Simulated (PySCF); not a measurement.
## Which determinant of MgP⁺ lies lowest?

Unrestricted PBE0; Mg pcseg-1, P pcseg-1; no relativity (PySCF 2.14). Outer shells of the fragments: Mg+ 3s1; P 3s2 3p3.

Followed along the bond (rough minima from three points):

```tsv
2Ms+1	unpaired	⟨S²⟩ at the start	R at minimum (Å)	Te (eV)
3	π ↑↑	2.07	2.52	0.00
1	π ↑↓	1.01	2.49	0.39
1	none	0.00	2.47	1.53
5	σ ↑↑, π ↑↑	6.00	none in the scan	≤ 1.34
```

Solutions found at the starting distance of 2.520 Å, counted from the lowest of them; the search is not exhaustive and high or unbound solutions are not listed, so other states can lie among these:

```
2Ms+1    unpaired   term  E (eV)  ⟨S²⟩  ⟨Lz²⟩  μ (D)
    3        π ↑↑    ³Σ⁻    0.00  2.07   0.00  -7.27
    1        π ↑↓  mixed    0.39  1.01   2.01  -7.51
    1        none  mixed    1.54  0.00   2.00  -7.55
    5  σ ↑↑, π ↑↑    ⁵Σ⁻    1.59  6.00   0.00  -2.21
    3    σ ↑, π ↑     ³Π    2.25  2.00   1.00  -1.27
    1    σ ↓, π ↑  mixed    2.31  1.00   1.00  -1.27
    3    σ ↑, π ↑     ³Π    2.32  2.00   1.02  -8.99
    3  σ ↑↑, π ↑↓  mixed    2.39  3.01   2.02  -2.22
    1  σ ↓↓, π ↑↑  mixed    2.42  2.01   0.00  -2.22
    1    σ ↓, π ↑  mixed    2.60  1.02   1.01  -8.78
    3        σ ↑↑  mixed    3.60  2.00   2.00  -2.13
    5  σ ↑, π ↑↑↑     ⁵Π    4.96  6.00   1.00  -3.42
    3        π ↑↑  mixed    5.65  2.01   2.01  -2.65
```

A term symbol is given only where ⟨S²⟩ and ⟨Lz²⟩ are close to those of a pure state; real π, δ and φ orbitals otherwise mix terms. A positive dipole points towards P; it is taken about the centre of mass and depends on that origin.

Counting both spins, an empty level lies below a filled one in some of these solutions, because spin and occupation are held.
